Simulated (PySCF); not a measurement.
Delta-SCF ions had no search for a lower state. 

**H3N, SMILES `N` (charge 0, multiplicity 1)**

Method: PBE-D3(BJ)/def2-TZVP // PBE-D3(BJ)/def2-SVP (PySCF).

| Item | Value |
|---|---|
| HOMO | -6.15 eV |
| dipole moment | 1.80 D |
| HOMO–LUMO gap | 6.29 eV |
| LUMO | 0.13 eV |
| vertical ionisation energy (Delta-SCF) | 11.04 eV |
| total energy | -1537.68 eV |
| cost | around 5 core-seconds (rough) |

```xyz
4

N      0.0008    -0.0011     0.3208
H      0.8371    -0.4225    -0.1105
H     -0.0527     0.9370    -0.1035
H     -0.7852    -0.5134    -0.1067
```
